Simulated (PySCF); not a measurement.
How far each method lies from RCCSDT for PH⁻, doublet

Geometry: that of the PH, triplet, kept fixed.

```xyz
2

P     0.0000    0.0000    0.0000
H     0.0000    0.0000    1.4282
```

Basis aug-cc-pVDZ; PySCF 2.14.0. Correlated methods freeze the noble-gas cores, which leaves 7 electrons in 31 orbitals. R marks a restricted (for open shells ROHF) determinant, U an unrestricted one.

Full CI isn't at hand for all of this; RCCSDT serves as the reference. It lacks quadruple excitations. The frozen core follows each run's orbitals, which can shift R against U totals by a few meV.

- UHF ⟨S²⟩: 0.768
- T1 diagnostic (ROHF- or RHF-based CCSD): 0.0200
- largest doubles amplitude (ROHF- or RHF-based CCSD): 0.065
- T1 diagnostic (UCCSD): 0.0157

```json
{"level": "RHF", "E − E(RCCSDT) (kJ/mol)": "394.4", "share of correlation (%)": "0.00", "wall time": "–"}
{"level": "UHF", "E − E(RCCSDT) (kJ/mol)": "383.6", "share of correlation (%)": "2.74", "wall time": "–"}
{"level": "RMP2", "E − E(RCCSDT) (kJ/mol)": "72.2", "share of correlation (%)": "81.69", "wall time": "–"}
{"level": "UMP2", "E − E(RCCSDT) (kJ/mol)": "74.0", "share of correlation (%)": "81.24", "wall time": "–"}
{"level": "RCCSD", "E − E(RCCSDT) (kJ/mol)": "15.2", "share of correlation (%)": "96.16", "wall time": "–"}
{"level": "UCCSD", "E − E(RCCSDT) (kJ/mol)": "14.8", "share of correlation (%)": "96.25", "wall time": "–"}
{"level": "RCCSD(T)", "E − E(RCCSDT) (kJ/mol)": "2.2", "share of correlation (%)": "99.43", "wall time": "0.73 s"}
{"level": "UCCSD(T)", "E − E(RCCSDT) (kJ/mol)": "2.2", "share of correlation (%)": "99.43", "wall time": "0.61 s"}
{"level": "UCCSDT", "E − E(RCCSDT) (kJ/mol)": "0.0", "share of correlation (%)": "100.01", "wall time": "22 s"}
```

The correlation energy at RCCSDT, counted from RHF, is -4.088 eV. That run took 21 s on 1 thread of AMD EPYC 7B13, shared host.

Times are those of the correlated step on a shared host, with one SCF added for the restricted CCSD run; they ran on 1 thread of AMD EPYC 7B13.
